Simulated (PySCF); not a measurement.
SN⁻: one state, many levels of theory

State: ³Σ⁻ (triplet), unpaired electrons π ↑↑. Set-up: S aug-pcseg-1, N aug-pcseg-1; no relativity (PySCF 2.14). De refers to S⁻ + N in their high-spin ground configurations, without counterpoise correction. The functionals are run spin-unrestricted. A positive dipole points towards N; it is taken about the centre of mass and depends on that origin.

```
       Level  Re (Å)  ωe (cm⁻¹)  De (eV)  μ (D)
        ROHF   1.648        822      n/a  -0.10
    ROHF-MP2   1.564       1005      n/a    n/a
ROHF-SCS-MP2   1.574        960      n/a    n/a
   ROHF-CCSD   1.627        891      n/a    n/a
ROHF-CCSD(T)   1.630        880      n/a    n/a
         PBE   1.620        902     4.53  -1.15
      r²SCAN   1.613        918     4.04  -1.09
     r²SCANh   1.609        931     3.89  -1.09
        PBE0   1.605        945     4.01  -1.14
       B97-3   1.612        930     3.97  -1.14
     LC-ωPBE   1.589       1001     3.85  -1.34
      B2PLYP   1.615        920     3.81  -0.99
```

What does a quarter of exact exchange do here, going from PBE to PBE0?

PBE0 less PBE: -1.5 pm in Re, +4.8 % in ωe, -0.52 eV in De. Exact exchange removes part of the self-interaction that spreads semilocal densities, and in most molecules shortens and stiffens the bond and lowers De; so it does here.

What does the triples do here, going from ROHF-CCSD to ROHF-CCSD(T)?

ROHF-CCSD(T) less ROHF-CCSD: +0.3 pm in Re, -1.2 % in ωe. Correlation nearly always deepens the well. The bond lengthens, as in strong covalent bonds, where excitations into antibonding orbitals dominate.

Correlated steps freeze 6 core orbitals. For an ion De counts to the pair picked by the measured ionisation energies or electron affinities, which need not be the lowest pair at this level. The highest Kohn–Sham level is positive in this anion. Much of that is self-interaction error, but it also means that the finite basis helps to hold the extra electron. B2PLYP dipoles, levels and charges come from its SCF part alone. The CCSD T1 diagnostic is raised, a sign that a single reference may not be enough here. The state was picked by a PBE0 search and need not be the measured ground state.
